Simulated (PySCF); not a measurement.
Reaction (SMILES): F[C]Cl (closed-shell singlet) + 3 [H][H] (H2) → C (CH4) + Cl (HCl) + F (HF)
B3LYP-D3(BJ)/def2-TZVP geometries, fixed; electronic energies without zero-point terms.
Largest species:
```
C
H 1 1.0892
H 1 1.0892 2 109.47
H 1 1.0892 2 109.47 3 120.00
H 1 1.0892 2 109.47 3 -120.00
```

Basis-set convergence of the energy of full hydrogenation at HF with PySCF. All functions are spherical. Density fitting with generated auxiliary sets. No added dispersion term, no relativity. Functions are those of the species that has most. Reference: the value in def2-QZVPPD, -128.23 kcal/mol, itself unsure by roughly 0.21 kcal/mol (its mean distance from pcseg-3, def2-QZVPP, cc-pV(Q+d)Z). Deviations are taken from unrounded values.

```json
[
 {"basis": "def2-SVP", "functions": "46", "energy of full hydrogenation (kcal/mol)": "-133.58"},
 {"basis": "def2-SVPD", "functions": "70", "energy of full hydrogenation (kcal/mol)": "-138.83"},
 {"basis": "pcseg-1", "functions": "46", "energy of full hydrogenation (kcal/mol)": "-133.80"},
 {"basis": "aug-pcseg-1", "functions": "73", "energy of full hydrogenation (kcal/mol)": "-131.54"},
 {"basis": "cc-pV(D+d)Z", "functions": "51", "energy of full hydrogenation (kcal/mol)": "-130.73"},
 {"basis": "aug-cc-pV(D+d)Z", "functions": "78", "energy of full hydrogenation (kcal/mol)": "-133.56"},
 {"basis": "6-311G**", "functions": "62", "energy of full hydrogenation (kcal/mol)": "-132.14"},
 {"basis": "6-311+G**", "functions": "74", "energy of full hydrogenation (kcal/mol)": "-132.44"},
 {"basis": "pcseg-2", "functions": "94", "energy of full hydrogenation (kcal/mol)": "-128.98"},
 {"basis": "aug-pcseg-2", "functions": "142", "energy of full hydrogenation (kcal/mol)": "-128.59"},
 {"basis": "cc-pV(T+d)Z", "functions": "99", "energy of full hydrogenation (kcal/mol)": "-127.72"},
 {"basis": "aug-cc-pV(T+d)Z", "functions": "147", "energy of full hydrogenation (kcal/mol)": "-128.40"},
 {"basis": "def2-TZVP", "functions": "99", "energy of full hydrogenation (kcal/mol)": "-126.39"},
 {"basis": "def2-TZVPD", "functions": "123", "energy of full hydrogenation (kcal/mol)": "-127.36"},
 {"basis": "def2-TZVPP", "functions": "104", "energy of full hydrogenation (kcal/mol)": "-128.33"},
 {"basis": "def2-TZVPPD", "functions": "128", "energy of full hydrogenation (kcal/mol)": "-128.90"},
 {"basis": "def2-QZVPP", "functions": "184", "energy of full hydrogenation (kcal/mol)": "-128.21"},
 {"basis": "def2-QZVPPD", "functions": "208", "energy of full hydrogenation (kcal/mol)": "-128.23"}
]
```

What the diffuse functions change, pair by pair:
- def2-SVP to def2-SVPD: 24 more functions, deviation -5.35 to -10.60 kcal/mol
- pcseg-1 to aug-pcseg-1: 27 more functions, deviation -5.57 to -3.31 kcal/mol
- cc-pV(D+d)Z to aug-cc-pV(D+d)Z: 27 more functions, deviation -2.50 to -5.33 kcal/mol
- 6-311G** to 6-311+G**: 12 more functions, deviation -3.91 to -4.21 kcal/mol
- pcseg-2 to aug-pcseg-2: 48 more functions, deviation -0.75 to -0.36 kcal/mol
- cc-pV(T+d)Z to aug-cc-pV(T+d)Z: 48 more functions, deviation 0.51 to -0.17 kcal/mol
- def2-TZVP to def2-TZVPD: 24 more functions, deviation 1.84 to 0.87 kcal/mol
- def2-TZVPP to def2-TZVPPD: 24 more functions, deviation -0.10 to -0.67 kcal/mol
- def2-QZVPP to def2-QZVPPD: 24 more functions, deviation 0.02 to 0.00 kcal/mol

Leaving out the reference's own pair, they bring the value nearer the reference by more than 0.21 kcal/mol in 4 of 8 pairs.
